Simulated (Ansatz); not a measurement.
Black phosphorus was calculated with HSE06-D3(BJ) (PAW; Ansatz, a quantum-chemistry and plane-wave program).

Run with plane-wave cutoff 520 eV, 8×8×6 k mesh (along the axes of the cell as run), Fermi–Dirac smearing 0.01 eV, scalar-relativistic PAW data made under PBE.

Starting structure:

```xyz
4
Lattice="1.6550 -5.2400 0.0000 1.6550 5.2400 0.0000 0.0000 0.0000 4.3800" Properties=species:S:1:pos:R:3 pbc="T T T"
P      1.6550     4.1742     4.0270
P      1.6550     1.0658     1.8370
P      1.6550    -1.0658     2.5430
P      1.6550    -4.1742     0.3530
```

Q: Into what structure does the relaxation of cell and atoms lead at this level, with the symmetry of the start kept?

A: The volume drops by 7.8 %; final space group Cmce.
```xyz
4
Lattice="1.6469 -5.0621 0.0000 1.6469 5.0621 0.0000 0.0000 0.0000 4.2013" Properties=species:S:1:pos:R:3 pbc="T T T"
P      1.6469     3.9982     3.8819
P      1.6469     1.0639     1.7813
P      1.6469    -1.0639     2.4201
P      1.6469    -3.9982     0.3194
```
